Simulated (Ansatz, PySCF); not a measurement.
This PySCF input computes a CCSD(T)/cc-pVDZ energy:

```python
from pyscf import gto, scf, mp, cc as ccmod

mol = gto.M(
    atom='''
    C    -0.00000000   -0.00000000   -0.48944061
    C     0.00000000    0.00000000    0.74906153
    H    -0.00000000   -0.00000000   -1.55772552
    ''',
    basis='cc-pvdz',
    charge=-1,
    spin=0,
    verbose=4,
)

mf = scf.RHF(mol)
mf.conv_tol = 1e-10
mf.max_cycle = 100
mf.kernel()
mp2 = mp.MP2(mf, frozen=2).run()
cc = ccmod.CCSD(mf, frozen=2)
cc.max_cycle = 100
cc.kernel()
et = cc.ccsd_t()
print(f'E(CCSD(T)) = {cc.e_tot + et:.9f}')
```

Problem. Write an input for the same energy in Ansatz (a program for electronic structure) and say what it gives.

Solution. 
Ansatz 0.2 input:
```yaml
crystal:
  periodic: [false, false, false]
  atoms:
    - {symbol: C, position_ang: [-0.00000000, -0.00000000, -0.48944061]}
    - {symbol: C, position_ang: [0.00000000, 0.00000000, 0.74906153]}
    - {symbol: H, position_ang: [-0.00000000, -0.00000000, -1.55772552]}
basis:
  gaussian:
    orbitals: cc-pVDZ
total_charge: -1
magnetization: {spin_polarized: false}
correlation: {method: ccsd_t, electrons: outside_noble_gas}
```
It gives -76.47675 Eh, and PySCF -76.47675 Eh, a difference of 0.00 mEh.

It need not be the lowest isomer of its formula. Whether it binds its extra electron was not tested at this geometry.
